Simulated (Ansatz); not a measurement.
```yaml
crystal:
  periodic: [false, false, false]
  atoms:
    - {symbol: C, position_ang: [-1.227111, 0.176680, 0.000397]}
    - {symbol: Si, position_ang: [0.472346, -0.227216, 0.004404]}
    - {symbol: P, position_ang: [2.329606, -1.157536, -0.004126]}
    - {symbol: H, position_ang: [-1.574841, 1.208073, -0.000674]}
basis:
  gaussian: {orbitals: def2-TZVP}
hamiltonian: {xc: pbe0}
relax: {f_tol: 0.004, max_steps: 80}
```

```sh
$ ansatz run in.yaml --threads 1 --pin off --events-out ev --progress --plain --max-ram 2176MiB
```

Steps of the relaxation (energy above the last step; positions in Å, forces in eV/Å):

```
4
step 1, 57.5 meV
C    -1.227    0.177    0.000    0.551   -0.363    0.000
Si    0.472   -0.227    0.004    0.755   -0.315   -0.008
P     2.330   -1.158   -0.004   -1.248    0.530    0.006
H    -1.575    1.208   -0.001   -0.058    0.148    0.001
```

```
4
step 2, 2.5 meV
C    -1.199    0.162    0.000    0.078   -0.035    0.000
Si    0.500   -0.200    0.003   -0.113    0.090   -0.001
P     2.269   -1.151   -0.003    0.075   -0.071    0.000
H    -1.570    1.189    0.000   -0.040    0.016    0.001
```

```
4
step 3, 1.4 meV
C    -1.196    0.162    0.000    0.072    0.002    0.000
Si    0.504   -0.190    0.002   -0.046    0.029   -0.001
P     2.269   -1.158   -0.003    0.001   -0.020    0.001
H    -1.578    1.186    0.000   -0.028   -0.012    0.000
```

```
4
step 8, 0.0 meV
C    -1.175    0.174    0.001    0.000    0.000    0.000
Si    0.518   -0.172    0.000    0.000    0.000    0.000
P     2.265   -1.177   -0.002    0.000    0.000    0.000
H    -1.609    1.175    0.001    0.000    0.000    0.000
```

Close pairs at the end: C1–H4 1.091 Å, C1–Si2 1.728 Å, Si2–P3 2.016 Å.

A stationary point of restricted PBE0 after 8 steps (its stability towards spin polarisation wasn't tested); no frequencies were run, so it isn't proven a minimum. 30 s on 1 thread of Arm Neoverse V1, shared host.
